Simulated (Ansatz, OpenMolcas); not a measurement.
# How methods differ on BCl (SMILES [B]Cl)

BCl: 2 atoms, total charge 0, spin state singlet. As SMILES, `[B]Cl`. The coordinates come from a PBE0-D4/def2-TZVP relaxation.

```jsonl
{"atom": "B", "x (Å)": "0.0000", "y (Å)": "0.0000", "z (Å)": "-0.0697"}
{"atom": "Cl", "x (Å)": "0.0000", "y (Å)": "0.0000", "z (Å)": "1.6482"}
```

Each level gives the energy change with the B1–Cl2 bond stretched from 1.718 to 3.436 Å (eV). The values are calculated.

```tsv
level	kind	program	value (eV)	less FCI/STO-3G
HF/STO-3G (restricted)	Hartree–Fock	Ansatz	6.06	+1.32
SVWN5/STO-3G (restricted)	LDA	Ansatz	5.09	+0.35
revPBE/STO-3G (restricted)	GGA	Ansatz	4.57	-0.17
B3LYP/STO-3G (restricted)	global hybrid	Ansatz	5.01	+0.27
CAM-B3LYP/STO-3G (restricted)	range-separated hybrid	Ansatz	5.55	+0.81
RPA@PBE/STO-3G (restricted)	RPA	Ansatz	3.90	-0.84
MP2/STO-3G (restricted)	perturbation theory	Ansatz	5.55	+0.81
MRCI(2,2)/STO-3G	multireference	OpenMolcas	4.70	-0.04
CCSDT(Q)/STO-3G (restricted)	coupled cluster or CI	Ansatz	4.69	-0.05
FCI/STO-3G	exact in the basis	OpenMolcas	4.74	0.00
```

FCI/STO-3G is exact within its basis and frozen core, so for wave-function methods in that basis the difference is their error; functionals converge differently with the basis, so for them it is only a difference. Spin-restricted single references rise too steeply as a bond breaks, Hartree–Fock most of all. The first shape isn't each level's own minimum. The values span 3.90 to 6.06 eV. All rows use very small basis sets, so even the best lies far from the true value.
